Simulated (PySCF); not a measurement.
Energies from PySCF, thermal terms from the rigid-rotor harmonic-oscillator model, ideal gas at 1 bar. 'Table' is the NASA 1993 thermochemical table (part measured, part estimated). 6-31G* has spherical d functions here. All species are closed-shell singlets. The harmonic model lacks anharmonicity and excited electronic states, which grow with temperature; levels with a mode under 35 cm⁻¹ are left out.

Harmonic frequencies at HF/6-31G* (cm⁻¹): 897, 1094, 1098, 1154, 1353, 1497, 1611, 1857, 3319, 3342, 3393, 3419. Point group D2h; S°(298 K) = 218.1 J/mol/K at this level.

Task: Work out Cp and S° of gaseous C2H4 at 500, 800, 1200, 1600, 2000 K from these, and set them beside the table.

Result: 
| T (K) | Cp HF/6-31G* | Cp table | S° HF/6-31G* | S° table |
|---|---|---|---|---|
| 500 | 57.4 | 62.3 | 242.7 | 246.1 |
| 800 | 78.6 | 83.9 | 274.6 | 280.5 |
| 1200 | 97.1 | 101.2 | 310.3 | 318.1 |
| 1600 | 108.5 | 111.9 | 339.9 | 348.8 |
| 2000 | 115.6 | 118.7 | 365.0 | 374.6 |
Units J/mol/K.
